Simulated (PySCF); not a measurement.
Ligands exchanged one at a time, B H-Cl. Isolated molecules, 0 K electronic values unless said otherwise. Strings in code marks are SMILES.

The HOMO from two functionals at the same geometries (CAM-B3LYP-D3(BJ)/def2-TZVP), both in PySCF: PBE-D3(BJ)/def2-TZVP and TPSSh-D3(BJ)/def2-TZVP. 

```
species                                TPSSh-D3(BJ)/def2-TZVP (eV)
-------------------------------------  ---------------------------
0 of 3 H replaced by Cl                                      -9.29
1 of 3 H replaced by Cl (`ClB`)                              -7.97
2 of 3 H replaced by Cl (`ClBCl`)                            -8.55
3 of 3 H replaced by Cl (`ClB(Cl)Cl`)                        -8.34
```

**Question.** What does PBE-D3(BJ)/def2-TZVP give for each?

**Answer.** 
- 0 of 3 H replaced by Cl: -8.48
- 1 of 3 H replaced by Cl (`ClB`): -7.27
- 2 of 3 H replaced by Cl (`ClBCl`): -7.83
- 3 of 3 H replaced by Cl (`ClB(Cl)Cl`): -7.65
Over these rows, drawn at random from the members with no instability flagged (it was tested for open shells, ions and some series alone), PBE minus TPSSh-D3(BJ): mean +0.73 eV, from +0.69 eV to +0.80 eV.
